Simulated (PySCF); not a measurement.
C4H4S, SMILES c1ccsc1. Atoms are numbered in the order given.

```xyz
9

C      0.0000     0.7149     1.2748
C      0.0000    -0.7149     1.2748
C      0.0000    -1.2414     0.0075
S      0.0000     0.0000    -1.1982
C      0.0000     1.2414     0.0075
H      0.0000     1.3261     2.1785
H      0.0000    -1.3261     2.1785
H      0.0000    -2.2898    -0.2867
H      0.0000     2.2898    -0.2867
```
Charge 0, spin multiplicity 1.

Geometry: B3LYP-D3(BJ)/def2-SVP.

Computed with B3LYP-D3(BJ)/def2-SVP (PySCF).

Frequencies are harmonic and unscaled.

```tsv
mode	ν (cm⁻¹)	IR (km/mol)	moving atoms (share of kinetic energy)
1	461	0.9	C 68 %, S 17 %, H 15 %
2	582	0.0	C 73 %, H 27 %
3	620	0.4	S 54 %, C 40 %
4	692	0.0	H 78 %, C 22 %
5	724	106.8	H 90 %, C 10 %
6	756	0.3	C 67 %, S 25 %, H 8 %
7	843	22.2	C 75 %, H 19 %
8	876	1.4	C 73 %, H 18 %, S 9 %
9	891	0.4	H 79 %, C 21 %
10	936	0.0	H 72 %, C 28 %
11	1054	2.1	H 51 %, C 49 %
12	1087	4.2	H 92 %
13	1090	4.9	H 87 %, C 13 %
14	1264	8.7	H 71 %, C 29 %
15	1395	0.0	C 62 %, H 38 %
16	1465	9.7	C 92 %, H 8 %
17	1567	0.0	C 87 %, H 13 %
18	3205	3.5	H 92 %, C 8 %
19	3217	2.6	H 91 %, C 9 %
20	3251	0.1	H 91 %, C 9 %
21	3253	1.0	H 91 %, C 9 %
```
